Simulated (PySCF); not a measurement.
# H2O3 (SMILES OOO): CCSD(T)/STO-6G

What is the vertical ionisation energy of H2O3 at CCSD(T)/STO-6G? The job is set up through a Python script.

The calculation is run with PySCF 2.14.0.

5 further runs of the same task are left out: 1 that didn't finish, 4 set aside as unsound or not needed.

**1. Starting point**

H2O3: 5 atoms, total charge 0, spin state singlet. As SMILES, `OOO`. The shape is that of a GFN2-xTB optimisation. This is a higher conformer, about 11 kJ/mol above the lowest found by a separate search.

Bond lengths: O1–O2 1.390 Å, O2–O3 1.391 Å, O1–H4 0.972 Å, O3–H5 0.972 Å. Angles: O1–O2–O3 110.7°, O2–O1–H4 106.7°, O2–O3–H5 106.5°.

**2. A single-point energy at CCSD(T)/STO-6G**

calc.py

```python
from pyscf import gto, scf, cc

system = gto.M(
    atom='''
O     -1.859528    -1.309032    -0.260329
O     -0.240052    -0.092767     1.412022
O      2.223131    -0.107318     0.495335
H     -2.605422    -0.002872    -1.315193
H      2.481853     1.511989    -0.331836
''',
    unit='bohr',
    verbose=3,
    basis='sto-6g',
    max_memory=1860,
)

myscf = scf.RHF(system)
myscf.conv_tol = 1e-10
myscf.kernel()
if not myscf.converged:
    myscf = myscf.newton().run(myscf.mo_coeff, myscf.mo_occ)

mycc = cc.CCSD(myscf, frozen=3)
mycc.kernel()
e_t = mycc.ccsd_t()
etot = mycc.e_tot + e_t
print(f'total energy: {etot:.8f} hartree')
```

Run with:

```console
$ OMP_NUM_THREADS=1 python calc.py
```

Log:

```text
converged SCF energy = -224.702576979482
E(CCSD) = -224.8596492000983  E_corr = -0.1570722206164948
CCSD(T) correction = -0.00182600647733284
total energy: -224.86147521 hartree
```

Wall time 0.95 s (1 thread of Arm Neoverse V1, shared host); peak memory 0.1 GiB.

**3. The doublet cation, same level**

job.py

```python
from pyscf import gto, cc

molecule = gto.M(
    atom='''
O       -0.984020      -0.692710      -0.137760
O       -0.127030      -0.049090       0.747210
O        1.176430      -0.056790       0.262120
H       -1.378730      -0.001520      -0.695970
H        1.313340       0.800110      -0.175600
''',
    max_memory=1860,
    verbose=3,
    charge=1,
    spin=1,
    basis='sto-6g',
)

mf = molecule.UHF()
mf.conv_tol = 1e-10
mf.kernel()
if not mf.converged:
    mf = mf.newton().run(mf.mo_coeff, mf.mo_occ)

mycc = cc.CCSD(mf, frozen=3)
mycc.kernel()
e_t = mycc.ccsd_t()
e_final = mycc.e_tot + e_t
print('E = %.10f Eh' % e_final)
```

Run with:

```console
$ OMP_NUM_THREADS=1 python job.py
```

Log:

```text
converged SCF energy = -224.403156687835  <S^2> = 0.78285495  2S+1 = 2.0325894
E(UCCSD) = -224.5698529363742  E_corr = -0.1666962485391709
UCCSD(T) correction = -0.00364291059350656
E = -224.5734958470 Eh
```

It took 1.6 s on 1 thread of Arm Neoverse V1, shared host; peak memory 0.12 GiB.

**4. Summary of results**

At CCSD(T)/STO-6G, 3 core orbitals frozen:

| quantity | value |
| --- | --- |
| singlet H2O3: total energy | -224.86148 Eh |
| singlet H2O3: dipole moment (Hartree–Fock density) | 2.95 D |
| singlet H2O3: HOMO energy (Hartree–Fock orbitals) | -10.15 eV |
| singlet H2O3: LUMO energy (Hartree–Fock orbitals) | 11.48 eV |
| singlet H2O3: HOMO–LUMO gap (Hartree–Fock orbitals) | 21.64 eV |
| singlet H2O3: correlation energy (3 core orbitals frozen) | -158.9 mEh |
| singlet H2O3: (T) correction | -1.83 mEh |
| singlet H2O3: T1 diagnostic | 0.012 |
| doublet cation: total energy | -224.57350 Eh |
| doublet cation: HOMO energy (Hartree–Fock orbitals) (highest over α and β) | -21.37 eV |
| doublet cation: LUMO energy (Hartree–Fock orbitals) (lowest over α and β) | -5.25 eV |
| doublet cation: correlation energy (3 core orbitals frozen) | -170.3 mEh |
| doublet cation: (T) correction | -3.64 mEh |
| doublet cation: ⟨S²⟩ of the reference determinant | 0.783 |
| doublet cation: T1 diagnostic | 0.049 |
| vertical ionisation energy (to the doublet cation) | 7.836 eV |

**Reading.** Removing an electron at fixed nuclei costs 7.84 eV (181 kcal/mol). In a minimal basis such a difference can be off by several eV, whatever the method. The triples (singlet H2O3) make up 1.1 % of the correlation energy. The T1 diagnostic (doublet cation) of 0.049 is above the customary mark for such species, so a single reference may not serve. Mulliken charges (doublet cation) of the mean-field density run from -0.03 on O3 to +0.36 on H4. The triples (doublet cation) make up 2.1 % of the correlation energy.
